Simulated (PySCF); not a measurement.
**SiS⁺ at UHF-MP2**

Computed with UHF-MP2; Si x2c-SVPall, S x2c-SVPall; spin-free X2C with a Gaussian nucleus (PySCF 2.14).

```
state                          : ²Π (doublet), unpaired electrons π ↑
bond length                    : 0.2077 nm
harmonic wavenumber            : 616 cm⁻¹
force constant                 : 3.33 mdyn/Å
rotational constant Be         : 0.2619 cm⁻¹
anharmonicity ωexe             : 2.15 cm⁻¹
vibration–rotation constant αe : 0.00133 cm⁻¹
well depth De to Si⁺ + S       : 80.1 kcal/mol
dissociation energy D0         : 79.2 kcal/mol
```

Correlated steps freeze 10 core orbitals. Correlated levels converge slowly with the basis: in double zeta they bind strong bonds too weakly, by up to about 1 eV, and carry superposition errors of some tenths. For an ion De counts to the pair picked by the measured ionisation energies or electron affinities, which need not be the lowest pair at this level. The state is the lowest determinant that a PBE0 search found; another state may lie lower at other levels.
